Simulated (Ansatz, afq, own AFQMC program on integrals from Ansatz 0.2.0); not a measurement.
# B₂H, doublet: AFQMC among the cluster methods

```yaml
atoms:
  - { symbol: B, position_ang: [-0.6408, 0.0000, 0.3847] }
  - { symbol: B, position_ang: [0.6103, 0.0000, -0.4832] }
  - { symbol: H, position_ang: [0.3266, 0.0000, 1.0559] }
```

Connectivity, by distances: BH–B.

Basis 6-31G. Only valence electrons are correlated. Integrals, coupled cluster, full CI and functionals: Ansatz 0.2.0; the random walks run on the same integrals in our own AFQMC program. ph-AFQMC/CISD is guided by a CISD state made of CCSD amplitudes; releasing the constraint for a short imaginary time cuts its bias at the price of noise, slowly where states lie close. Error bars are statistical, one sigma.

Determinant: UHF, the one that the program's search chose, which needn't be the lowest solution. The geometry is a point of a scan.

Full CI on the same integrals is exact in this basis and with this determinant's frozen core.

Cautions: the search met a lower determinant of the same kind, perhaps of another symmetry (167 meV lower); strong correlation (T1 0.065, weight of the determinant 0.81, largest double 0.13); unrestricted determinant spin contaminated (⟨S²⟩ 1.69 against 0.75); CCSD(T) is in doubt: in a space of 7 electrons in 8 natural orbitals full CI lies 115 meV below it; the released energies have errors that jump between times, so the bars are unsure, so no released level is given (meV from the phaseless value at times in 1/Eh: -5 ± 5 at 0.24, -37 ± 25 at 0.51, -22 ± 3 at 0.99, -42 ± 5 at 1.62, -49 ± 4 at 2.40).

* T1 diagnostic: 0.0647
* weight of the determinant in the CISD state: 0.808
* ⟨S²⟩ of the determinant: 1.693
* size of the correlated space: 7 electrons in 18 orbitals

| level | correlation energy (eV) |
| --- | --- |
| MP2 | -1.9750 |
| CCSD | -2.8053 |
| CCSD(T) | -2.9603 |

Problem. Estimate where phaseless AFQMC with a CISD trial lies against CCSD(T) on the same integrals.

Solution. 3.93 ± 0.16 mEh below CCSD(T).

Reference: full CI, correlation energy -3.134 eV. The cautions show a poor starting determinant, so the rows tell how each method copes with it here, and full CI is the sure value.

| level | E − E(reference) (mEh) | share of correlation (%) |
| --- | --- | --- |
| CCSD(T) | 6.39 | 94.45 |
| CCSDT | 1.30 | 98.87 |
| CCSDT(Q) | -0.33 | 100.28 |
| CCSDTQ | 0.11 | 99.90 |
| ph-AFQMC/HF | 4.84 ± 0.79 | 95.80 |
| ph-AFQMC/CISD | 2.46 ± 0.16 | 97.86 |

CCSDT and higher add their correlation energy to the determinant of the CCSD(T) run, since their own runs factorise the integrals more tightly (a shift of under 2 meV). A walk keeps the symmetry of its determinant, which the program's search chose and which needn't be the lowest solution, so a lower state of the same spin and another symmetry isn't excluded.
